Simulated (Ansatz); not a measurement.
System: C₃H₆Cl, charge 0, multiplicity 2. It need not be the lowest isomer of its formula. 
Geometry from a B3LYP-D3(BJ)/def2-TZVP (Ansatz, a program for electronic structure) optimisation:
```xyz
10

C      0.9000    -0.6643     0.0234
C      2.3619    -0.2179     0.0389
C     -0.0299     0.4815    -0.1187
H      0.6605    -1.2154     0.9391
H      0.7417    -1.3804    -0.7971
H      3.0262    -1.0779     0.1305
Cl    -1.7205     0.2293     0.0384
H      2.6221     0.3083    -0.8818
H      2.5581     0.4531     0.8767
H      0.2469     1.4178    -0.5809
```
Charge 0, spin multiplicity 2.

Parts of the frozen-core correlation energy in 6-31G* (Ansatz, hartree). Frozen orbitals: 8; correlated occupied orbitals by spin: 13 and 12; virtual: 55 and 56. UHF or UKS for open shells. No spin-orbit coupling. No relativistic terms.

| term | value |
|---|---|
| reference (HF) | -576.53749 |
| MP2 opposite-spin | [?] |
| MP2 same-spin | [?] |
| CCSD correlation | -0.55029 |
| (T) | [?] |
| T1 diagnostic | 0.012 |
| largest doubles amplitude | 0.021 |
| <S^2> of the reference | 0.765 |

What belongs in the gaps?


- MP2 opposite-spin, value: -0.37610
- MP2 same-spin, value: -0.12233
- (T), value: -0.01534
